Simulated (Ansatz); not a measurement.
# How far each method lies from full CI for AsH, singlet

Geometry: a point of a stretch scan, not a stationary point.

```xyz
2

As    0.0000    0.0000    0.0000
H     0.0000    0.0000    1.2040
```

Basis aug-cc-pVDZ; Ansatz 0.2.0. Correlated methods freeze the noble-gas cores and the filled d shells of p-block atoms, which leaves 6 electrons in 31 orbitals. R marks a restricted (for open shells ROHF) determinant, U an unrestricted one. Active spaces: pair = (2e, 2o) about the gap; valence = (6e, 5o) chosen from the atoms' valence shells. No spin–orbit coupling is included, and no scalar relativity.

Full CI is exact within this basis and frozen core; it isn't the basis-set limit. The frozen core follows each run's orbitals, which can shift R against U totals by a few meV for light atoms and by up to 0.1 eV past Ca.

The determinant fills πx and πy unequally, so it is a mixture of Σ and Δ, which weighs on every level built on one determinant.

RHF is unstable: UHF (⟨S²⟩ = 1.03) lies 1.41 eV below the lowest RHF solution. Higher spins weren't run at this geometry and may lie near or lower.

- UHF ⟨S²⟩: 1.025
- T1 diagnostic (RCCSD): 0.0097
- largest doubles amplitude (RCCSD): 0.336

```tsv
level	E − E(full CI) (kJ/mol)	share of correlation (%)	wall time
RHF	336.0	0.00	–
RMP2	103.1	69.31	–
CISD	47.8	85.77	0.96 s
RCCSD	30.1	91.05	–
RCCSD(T)	16.3	95.15	1.4 s
BCCD(T)	16.6	95.06	1.1 s
RCCSDT*	1.1	99.68	–
RCCSDT(Q)*	-0.5	100.14	2.1 s
CASSCF (pair space)	281.1	16.33	–
NEVPT2 (pair space)	52.0	84.51	2.1 s
MRCISD (pair space)	14.8	95.58	–
MRCISD+Q (pair space)	-2.2	100.65	2.4 s
CASSCF (valence space)	251.3	25.22	–
NEVPT2 (valence space)	67.2	80.00	1.4 s
NEVPT4(SD) (valence space)	6.5	98.06	1.7 s
MRCISD (valence space)	11.9	96.47	–
MRCISD+Q (valence space)	-2.3	100.68	1.7 s
```

An asterisk marks runs whose energy the program itself flagged as in doubt.

The correlation energy at full CI, counted from RHF, is -3.483 eV. That run took 24 s on 1 thread of Arm Neoverse V2, shared host over 5,065,957 determinants.

Run but not shown, since their state, orbitals or frozen core can't be matched to the reference's or they repeat it: UHF, UMP2, UCCSD, UCCSD(T), UCCSDT, UCCSDT(Q).

Times hold each run's SCF and search for its determinant on a shared host, so for small cases they say little of a method's own cost; they ran on 1 thread of Arm Neoverse V2. Some runs computed forces too.

Not variational, and here over 5 meV under the exact energy: MRCISD+Q (pair space), MRCISD+Q (valence space).

Unrestricted levels hold only the spin's projection, and here they fall towards a lower state of higher spin.

The full-CI state has the irrep A1 of C2v, in the program's axes (one component, if the state is degenerate).

Natural occupations of full CI about the gap: 1.967 1.942 0.999 0.972 0.025 0.020 0.014 0.014 0.008 0.007; effectively unpaired electrons, Σ n²(2−n)², 2.02. No single determinant describes this state well, so single-reference rows can miss without a flag.
